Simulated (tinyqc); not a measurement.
Extended Hueckel theory, for HF, step by step. One step of it, computed by the program tinyqc.

Problem. Mulliken analysis. P = C n C^T; charge = valence electrons (H 1, F 7) minus the sum of (P S)_ii on the atom; overlap population = 2 sum P_ij S_ij between two atoms.

coefficients, order 1F 2s, 1F 2px, 1F 2py, 1F 2pz, 2H 1s:
```
[[0.998449, -0.085566, 0.000000, 0.000000, -0.530130],
 [0.000000, 0.000000, 0.255032, 0.966933, 0.000000],
 [0.000000, 0.000000, 0.966933, -0.255032, 0.000000],
 [-0.000953, 0.916826, 0.000000, 0.000000, -0.597218],
 [0.003526, 0.193267, 0.000000, 0.000000, 1.202138]]
```

occupations: [2.000000, 2.000000, 2.000000, 2.000000, 0.000000]

overlap S, order 1F 2s, 1F 2px, 1F 2py, 1F 2pz, 2H 1s:
```
[[1.000000, 0.000000, 0.000000, 0.000000, 0.438655],
 [0.000000, 1.000000, 0.000000, 0.000000, 0.000000],
 [0.000000, 0.000000, 1.000000, 0.000000, 0.000000],
 [0.000000, 0.000000, 0.000000, 1.000000, 0.364755],
 [0.438655, 0.000000, 0.000000, 0.364755, 1.000000]]
```

Give: charges; Overlap populations.

Solution.

charges: [-0.8074, 0.8074]

Overlap populations:
```
pair     value
2-1   0.235684
```
